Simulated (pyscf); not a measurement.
Thermochemistry of product channels of H₃Si–GeH₃ + O atom (O) [triplet] on the triplet surface, in kJ/mol, from CCSD(T)/def2-TZVPP + ΔMP2(QZVPP) energies (ideal gas, 1 atm, RRHO with modes under 100 cm⁻¹ raised to 100, one conformer, R ln 2 for chiral ones without a mode under 150 cm⁻¹). Structures and frequencies: ωB97X-D3(BJ)/def2-SVP in PySCF. MP2 and CC: frozen core, UHF for open shells. ΔMP2 is the change of the MP2 total energy from the triple- to the quadruple-zeta basis.

```tsv
products	ΔE	ΔH(298 K)	ΔG(600 K)	ΔG(1200 K)
•O–SiH₃ + GeH₃•	-124.7	-128.9	-152.1	___
silyl (SiH₃•) + •O–GeH₃	-46.7	-51.9	-75.6	___
```

Task: Complete the blanks.

Result: 
- •O–SiH₃ + GeH₃•, ΔG(1200 K): -168.9
- silyl (SiH₃•) + •O–GeH₃, ΔG(1200 K): -93.6

These are energies of the channels, which say nothing of barriers. •O–SiH₃ lies 104.0 kJ/mol over its isomer HO–SiH₂• (electronic energy, ωB97M-D3(BJ)/def2-TZVP). •O–GeH₃ lies 138.3 kJ/mol over its isomer HO–GeH₂• (electronic energy, ωB97M-D3(BJ)/def2-TZVP). The CCSD(T) − MP2 part came from Ansatz, without density fitting, on the same reference. The frozen core leaves the outer d or s,p core shells of the metals and heavy elements correlated in the MP2 and CC values, and def2-TZVPP describes them poorly, which can shift differences by a few kcal/mol. Left out: orbital degeneracy and the spin-orbit lowering of O. The orbital near-degeneracy of the XH₃O or XH₃S radical is left out. Elements up to Kr have no core potential and no relativistic terms here.
